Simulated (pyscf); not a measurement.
Routes from AlH₃ + H₂O

Candidate steps break at most two bonds and form at most two. Each was searched with GFN2-xTB (tblite) first. PySCF, gas phase, ωB97X-D3(BJ)/def2-SVP geometries. Energies: ωB97M-D3(BJ)/def2-TZVP, kcal/mol, from the separated reactants, singlet surface; ΔG‡ with ideal gas, 1 atm, RRHO with modes under 100 cm⁻¹ raised to 100, one conformer, R ln 2 for chiral ones without a mode under 150 cm⁻¹.

| products | type | ΔE‡ | ΔE | ΔG‡ 298 K | ΔG‡ 900 K | ν‡ (cm⁻¹) |
|---|---|---|---|---|---|---|
| HO–AlH₂ + H₂ | four-centre exchange | -6.2 | -30.1 | 2.2 | 21.0 | 1309i |
| AlH₃ + H₂O | four-centre exchange | 84.7 | 0.0 | 90.1 | 108.4 | 1545i |

Row 1: On the reactant side the descent ends in an adduct with a Al–O contact, 22.7 kcal/mol under the separated species and 15.7 kcal/mol under the saddle at ωB97X-D3(BJ)/def2-TZVP. Row 2: On the reactant side the descent ends in an adduct with a Al–O contact (not fully relaxed), 22.7 kcal/mol under the separated species and 111.5 kcal/mol under the saddle at ωB97X-D3(BJ)/def2-TZVP. On the product side the descent ends in an adduct with a Al–O contact, 21.9 kcal/mol under the separated species and 110.6 kcal/mol under the saddle at ωB97X-D3(BJ)/def2-TZVP. 

Plain bond fissions and candidates not yet searched are not listed, and one of them may be faster. Each barrier is that of the saddle found; lower ones may exist. One closed-shell reference is unstable to symmetry breaking; treat the single-reference values with care.
